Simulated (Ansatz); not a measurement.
**Structure relaxation of ScNb2**

Level of theory: DFT PBE, scalar-relativistic, plane waves, PAW in Ansatz. Cutoff 420 eV, Γ-centred k mesh, Gaussian smearing, no spin polarisation in the final step.

ScNb2 was placed on the sites of a reported TbCd2 cell (P6/mmm, No. 191), with Sc in place of Tb, Nb in place of Cd, at a guessed volume.

```yaml
crystal:
  lattice:
    - [4.26449, 0.00000, 0.00000]
    - [-2.13224, 3.69316, 0.00000]
    - [0.00000, 0.00000, 2.99949]
  atoms:
    - { symbol: Sc, position: [0.00000, 0.00000, 0.00000] }
    - { symbol: Nb, position: [0.33333, 0.66667, 0.50000] }
    - { symbol: Nb, position: [0.66667, 0.33333, 0.50000] }
```

Cell and atoms relax at zero pressure; the relaxation can't lower the symmetry of the start. After a coarse first stage the cell is made exact in the group found at 0.06 Å.

Formation energies are uncorrected and refer to the elements' standard structures at the same level.

Problem. Which crystal results?

Solution. It keeps P6/mmm (No. 191). Conventional cell: a = 4.849 Å, c = 2.925 Å. Around Sc lie 2 Sc at 2.92 Å and 12 Nb at 3.16 Å; around Nb lie 5 Nb at 2.80–2.92 Å and 6 Sc at 3.16 Å.

Space group P6/mmm (No. 191). a = 4.849 Å, b = 4.849 Å, c = 2.925 Å, α = 90.00°, β = 90.00°, γ = 120.00°
```
atom site symmetry x y z
  Sc    1a     6/mmm  0.0000  0.0000  0.0000
  Nb    2d      -6m2  0.3333  0.6667  0.5000
```

Problem. What are its volume, energy, density and gap?

Solution. The volume per atom is 19.86 Å³, the density is 6.43 g/cm³ and the energy over the elements is 0.14 eV/atom. The gap on the 12×12×16 mesh is 0 eV (a metal).

The final run used a 12×12×16 mesh on its 3-atom cell and 0.10 eV smearing. For metals, differences of a few meV/atom aren't resolved. Symmetry constrained the relaxation, so the result can be a saddle point. The steps took of the order of 70 core-seconds in all.

Cost: 3 runs of about 1.2 core-minutes in all, on Arm Neoverse V1 (shared hosts).